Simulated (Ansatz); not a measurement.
Computed with Ansatz on PBE0-D4/def2-TZVP structures; ΔE is electronic, products minus reactants. CBS: def2 TZ/QZ extrapolation, frozen cores. Functionals use def2-TZVPP. B3LYP here is the variant with VWN-RPA as its local correlation; programs differ in this. Open shells (•) are unrestricted, without spin–orbit coupling. Spin–orbit coupling would lower the free atoms: a little for F, O.

Reaction (atomization): `[O]F`• → F• + O•

CCSD(T)/CBS gives +214.9 kJ/mol.

**Question.** Another level gave +232.6 kJ/mol. Which?
A. r2SCAN0/def2-TZVPP
B. B2PLYP/def2-TZVPP
C. B3LYP-D4/def2-TZVPP
D. r2SCAN-D4/def2-TZVPP

**Answer.** C. B3LYP-D4 232.6, B2PLYP 217.3, r2SCAN0 188.0, r2SCAN-D4 244.3 kJ/mol.

Largest T1 diagnostic among the species: 0.028.

From PBE to PBE0 (25 % exact exchange), in def2-TZVPP and without D4, ΔE moves by −73.0 kJ/mol: exact exchange takes away binding that semilocal exchange gives to molecules. At CCSD(T), def2-SVP lies −45.5 kJ/mol from the extrapolated value and def2-TZVPP −17.7 kJ/mol: correlation converges slowly with the basis, and small sets miss more of it in the bonded molecule than in its fragments. In def2-TZVPP, CCSD(T) changes the Hartree–Fock value by +260.4 kJ/mol (the triples alone add +24.2 kJ/mol) and MP2 by +271.8 kJ/mol; breaking electron pairs costs correlation energy, which Hartree–Fock lacks.

CCSD(T)/CBS has its own doubt, a few kJ/mol and more with outer-core shells, so smaller differences from it don't rank the levels.
